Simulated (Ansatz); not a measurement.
Ideal-gas functions of BH$_{5}$NSi (`B[N][SiH3]`) radical at 800 K and 1 bar, from an Ansatz frequency run at PBE0-D4/def2-TZVP.

Molar mass 57.94 g/mol, point group Cs (symmetry number 1), electronic degeneracy 2, moments of inertia 8.138, 104.049, 106.252 u Å². Harmonic wavenumbers (cm⁻¹, unscaled): 53, 132, 145, 627, 669, 695, 746, 918, 924, 931, 962, 1078, 1505, 2215, 2234, 2235, 2486, 2539.

Use S(trans) = R[1.5 ln M + 2.5 ln T − 1.1517]; rotational temperatures θ = 24.2544 K / I; S(rot) = R[ln(√π/σ · √(T³/θAθBθC)) + 1.5]; for each mode x = 1.438777 ν̃/T, S = R[x/(eˣ − 1) − ln(1 − e⁻ˣ)] and H = RT x/(eˣ − 1); 1 cm⁻¹ = 0.0119627 kJ/mol; R = 8.31446 J/(mol·K).

By hand: the entropy, in J/(mol·K).

Translation 180.0. Rotation: θ = 2.9804, 0.2331, 0.2283 K, giving 108.3. Vibration, mode by mode: 27.86, 20.29, 19.51, 7.74, 7.26, 6.98, 6.47, 5.03, 4.99, 4.94, 4.72, 4.00, 2.18, 0.78, 0.76, 0.76, 0.53, 0.49, in all 125.3. Electronic 5.8. Sum 419.4 J/(mol·K).

By hand: H − E and G − E in kJ/mol, counted from the electronic energy.

Zero-point energy ½ × 21094 × 0.0119627 = 126.2; thermal vibration 47.4; translation, rotation and pV give 4 RT = 26.6. H − E = 200.2 kJ/mol, and G − E = 200.2 − 800 × 419.4/1000 = -135.3 kJ/mol.

Vibration gives 30 % of the entropy, 67.7 J/(mol·K) of it from the modes under 150 cm⁻¹: soft modes count most, and the harmonic formula is weakest for them.
